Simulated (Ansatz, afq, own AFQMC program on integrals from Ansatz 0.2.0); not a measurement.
AFQMC on a folder of integrals that Ansatz 0.2.0 wrote.

```yaml
crystal:
  periodic: [false, false, false]
  atoms:
    - {symbol: O, position_ang: [0.000000, -0.114833, 0.934723]}
    - {symbol: O, position_ang: [0.000000, 0.114833, -0.934723]}
    - {symbol: H, position_ang: [0.000000, 0.851694, 1.008223]}
    - {symbol: H, position_ang: [0.000000, -0.851694, -1.008223]}
basis:
  gaussian: {orbitals: cc-pVDZ}
magnetization: {spin_polarized: true, initial_magnetization: 2}
correlation: {method: ccsd_t, electrons: outside_noble_gas, hamiltonian_folder: ham}
```

```sh
$ ansatz run in.yaml --threads 1 --pin off --events-out ev --progress --plain --max-ram 1382MiB
```

Options of the walk:

```
--method phaseless --trial hf --walkers 120 --populations 1 --least-time 40 --time-step 0.005 --steps-per-block 20 --equilibration-blocks 112 --max-blocks 600 --target-error 0.00135 --factor-cut 1e-05 --start spin_pure --seed 7546 --taylor-order 6
```

Times are imaginary, in 1/Eh. The walk had a cap of 1425 s.

Log:

```
orbitals 36  electrons 8 6  factors 262 of 351
reference energy -150.75762804 Eh
CCSD correlation -0.34764548 Eh in 15 cycles, weight of the determinant in the CISD state 0.8200
energy of the start -150.758132 Eh
 block  time / (1/Eh)  mean weight  energy / Eh
     1     0.100  1.0011  -150.872702
     2     0.200  1.0024  -150.953572
     3     0.300  1.0042  -151.003041
     4     0.400  1.0035  -151.046496
     5     0.500  1.0008  -151.063555
     8     0.800  1.0010  -151.110524
    18     1.800  1.0014  -151.112374
    69     6.900  0.9993  -151.099902
   120    12.000  1.0025  -151.110571
   154    15.400  1.0038  -151.196962
   171    17.100  0.9953  -151.062071
   222    22.200  1.0031  -151.179659
   273    27.300  1.0004  -151.091043
   324    32.400  0.9999  -151.092449
   375    37.500  0.9994  -151.128897
   426    42.600  1.0006  -151.152478
   477    47.700  0.9998  -151.104956
   528    52.800  0.9973  -151.150450
   579    57.900  1.0018  -151.147269
   630    63.000  0.9997  -151.136766
   681    68.100  0.9987  -151.118491
   698    69.800  0.9988  -151.111100
blocks merged  error / Eh  count
     1  0.001316  600
     2  0.001731  300
     4  0.002225  150
     8  0.002698  75
    16  0.003309  37
    32  0.003772  18
    64  0.004130  9
energy -151.130368 +/- 0.003772 Eh
(rows thinned)
```

The run passed its tests (sampling time, drift between the halves within three errors, error under three times the target), which doesn't prove that it has relaxed.

Against this walk (error 102.6 meV) on the same determinant: CCSD(T) 434.2 meV higher, CCSDT(Q) 132.8 meV higher (within the noise), a separate phaseless walk with a CISD trial and standard settings 264.1 ± 107.0 meV higher. The error is statistical and leaves out the bias of the constraint. None of these is a sure reference here.

Cautions: constraint bias not in the error; error above the target (102.6 against 36.7 meV); lower spins were not checked; higher spins were not checked; strong correlation (T1 0.051, weight of the determinant 0.82, largest double 0.12); the bias of populations of 120 walkers isn't removed.

The walk took 4.7 min on 1 thread of Intel(R) Xeon(R) Platinum 8375C CPU @ 2.90GHz (Ice Lake), on a shared host. The log's last line is the phaseless energy.

CCSDT and higher add their correlation energy to the determinant of the CCSD(T) run, since their own runs factorise the integrals more tightly (a shift of under 2 meV).
